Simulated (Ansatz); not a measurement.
**Property card for SiNi3**

All numbers below come from DFT r2SCAN, scalar-relativistic, plane waves, PAW in Ansatz.

Cutoff 500 eV; k points 12×12×12 on the computed 4-atom cell (Γ-centred); Gaussian smearing, width 0.10 eV; no spin polarisation.

The structure is relaxed at this level of theory with its symmetry kept. Whether it is the stable form of this composition wasn't checked.

The structure is cubic, space group Pm-3m (No. 221). Conventional cell: a = 3.465 Å, b = 3.465 Å, c = 3.465 Å, α = 90.00°, β = 90.00°, γ = 90.00°. Si (site symmetry m-3m) is surrounded by 12 Ni at 2.45 Å. Around Ni (site symmetry 4/mmm) lie 4 Si at 2.45 Å and 8 Ni at 2.45 Å.

```json
{
  "Volume per atom": "10.40 Å³",
  "Formation energy from the elements' standard states (uncorrected)": "-0.437 eV/atom",
  "Generalised Kohn–Sham band gap": "none (metal)",
  "Density of states at the Fermi level": "2.53 states/eV per cell",
  "Löwdin character within 0.5 eV of the Fermi level": "Ni 3d 93 %",
  "Bulk modulus": "240 GPa",
  "Its pressure derivative": "4.8",
  "Bader charges (e)": "Si (1 in the cell) 0.46, Ni (3 in the cell) -0.15"
}
```

A ferromagnetic start lost its moments in a first run, so spin was left out; other magnetic orders weren't tried.